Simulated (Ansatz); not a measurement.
# CH2BS+ (SMILES [CH2+]B=S): a short trajectory

Aim: follow the atoms for 30 steps of 1.0 fs with a Nosé-Hoover thermostat, with velocities drawn for 1000 K.

Program: Ansatz 0.2.0, Gaussian basis. Level of theory: PBE0-D4/def2-SVP. These are calculated values, not measurements.

## (1) Starting geometry

SMILES `[CH2+]B=S`, 5 atoms, charge 1, spin multiplicity 1.

Atoms are counted from 1 here; the program's logs count them from 0.

Bond lengths: C1–B2 1.452 Å, C1–H4 1.087 Å, C1–H5 1.088 Å, B2–S3 1.623 Å. Angles: B2–C1–H4 123.9°, B2–C1–H5 123.7°, H4–C1–H5 112.4°, C1–B2–S3 179.8°.

Geometry (Å):

```xyz
5
charge 1, multiplicity 1
C    -0.3565    0.4798   -0.2875
B     0.4218   -0.5704    0.3449
S     1.2966   -1.7432    1.0472
H    -0.3604    1.5154    0.0436
H    -1.0015    0.3183   -1.1481
```

## (2) The run

Input file md/in.yaml:

```yaml
crystal:
  periodic: [false, false, false]
  atoms:
    - {symbol: C, position_ang: [-0.356460, 0.479840, -0.287520]}
    - {symbol: B, position_ang: [0.421810, -0.570370, 0.344860]}
    - {symbol: S, position_ang: [1.296590, -1.743200, 1.047160]}
    - {symbol: H, position_ang: [-0.360450, 1.515410, 0.043590]}
    - {symbol: H, position_ang: [-1.001490, 0.318320, -1.148090]}
basis:
  gaussian: {orbitals: def2-SVP}
total_charge: 1
hamiltonian: {xc: pbe0, dispersion: d4}
md: {n_steps: 30, timestep: 1.0, temperature: 1000, ensemble: nvt_nose_hoover, seed: 553, initial_velocities: maxwell_boltzmann}
```

Started as:

```
> ansatz run in.yaml --threads 1 --pin off --events-out ev --progress --plain --max-ram 4352MiB
```

Before running it: what results should come out? Wanted: temperature at the start; mean temperature, second half; lowest and highest potential energy, from the first frame; largest change of potential + kinetic.

**Answer**, as computed:

```
                                                 quantity              value
                                                   length  30 steps, 30.0 fs
                                 temperature at the start             1000 K
                            mean temperature, second half              582 K
lowest and highest potential energy, from the first frame      0 and 282 meV
                    largest change of potential + kinetic           11.8 meV
```

**Reading.** The thermostat trades energy with the molecule, so the sum of potential and kinetic energy isn't conserved: it changes by +11 meV over the run. The mean temperature of the second half is still well below the 1000 K set. The temperature runs between 289 and 1000 K. The bonding pattern stays as it was.
